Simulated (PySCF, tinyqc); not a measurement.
Worked calculation: FCI on RHF in the sto-3g basis, frozen core, for LiH, spin multiplicity 1. The lowest restricted solution is unstable here: a spin-polarised one lies 0.0344 hartree lower (PySCF). One step of it, computed by the program tinyqc.

Question. FCI: roots. Diagonalise (each vector has its largest component positive (the first on a tie)); all determinants have Ms = 0, so triplets appear too. The lowest singlet root is the correlation energy.

Occupation strings over the orbitals (2 doubly, a alpha, b beta, 0 empty; spin orbitals ordered 1a 1b 2a 2b ...): 220000 2ab000 2a000b 2ba000 2b000a 202000 20a00b 200200 200020 20b00a 200002

H - E(HF) between determinants (hartree):
```
           220000     2ab000     2a000b     2ba000     2b000a     202000     20a00b     200200
220000   0.000000   0.000000   0.000000   0.000000   0.000000   0.035317   0.057771   0.020893
2ab000   0.000000   0.089485  -0.010909  -0.035317  -0.057771   0.090608  -0.029931   0.021966
2a000b   0.000000  -0.010909   0.247400  -0.057771  -0.131695  -0.029931   0.020429   0.016795
2ba000   0.000000  -0.035317  -0.057771   0.089485  -0.010909  -0.090608  -0.113364  -0.021966
2b000a   0.000000  -0.057771  -0.131695  -0.010909   0.247400   0.029931   0.047403  -0.016795
202000   0.035317   0.090608  -0.029931  -0.090608   0.029931   0.490843  -0.116622   0.041260
20a00b   0.057771  -0.029931   0.020429  -0.113364   0.047403  -0.116622   0.400397   0.009725
200200   0.020893   0.021966   0.016795  -0.021966  -0.016795   0.041260   0.009725   0.584586
200020   0.020893   0.021966   0.016795  -0.021966  -0.016795   0.041260   0.009725   0.016869
20b00a  -0.057771  -0.113364   0.047403  -0.029931   0.020429   0.116622  -0.041755  -0.009725
200002   0.131695  -0.047403   0.031265   0.047403  -0.031265   0.041755  -0.032263   0.017901

           200020     20b00a     200002
220000   0.020893  -0.057771   0.131695
2ab000   0.021966  -0.113364  -0.047403
2a000b   0.016795   0.047403   0.031265
2ba000  -0.021966  -0.029931   0.047403
2b000a  -0.016795   0.020429  -0.031265
202000   0.041260   0.116622   0.041755
20a00b   0.009725  -0.041755  -0.032263
200200   0.016869  -0.009725   0.017901
200020   0.584586  -0.009725   0.017901
20b00a  -0.009725   0.400397   0.032263
200002   0.017901   0.032263   0.520295
```

Give: lowest roots of this matrix, relative to E(HF); lowest vectors; <S^2> of these roots; weight of the ground state by excitation level 0, 1, 2, ....

Answer.

lowest roots of this matrix, relative to E(HF) (hartree): -0.0569  -0.0159  0.0231  0.1046  0.3514  0.4014  0.4398  0.5490

lowest vectors:
```
         root 1  root 2   root 3   root 4
220000   0.9199  0.0000  -0.2362   0.0000
2ab000   0.1171  0.6378   0.5919  -0.1488
2a000b  -0.0191  0.2283  -0.1356   0.6423
2ba000  -0.1171  0.6378  -0.5919  -0.1488
2b000a   0.0191  0.2283   0.1356   0.6423
202000  -0.1578  0.0000  -0.3306   0.0000
20a00b  -0.1760  0.2026  -0.1705  -0.2555
200200  -0.0156  0.0000  -0.0054   0.0000
200020  -0.0156  0.0000  -0.0054   0.0000
20b00a   0.1760  0.2026   0.1705  -0.2555
200002  -0.1959  0.0000   0.1985   0.0000
```

<S^2> of these roots: 0.0000  2.0000  0.0000  2.0000  0.0000  0.0000  2.0000  0.0000

weight of the ground state by excitation level 0, 1, 2, ...: 0.8461  0.0281  0.1257

The reference has a weight of only 0.85: one determinant is a poor start here. A root of higher spin lies below E(HF).
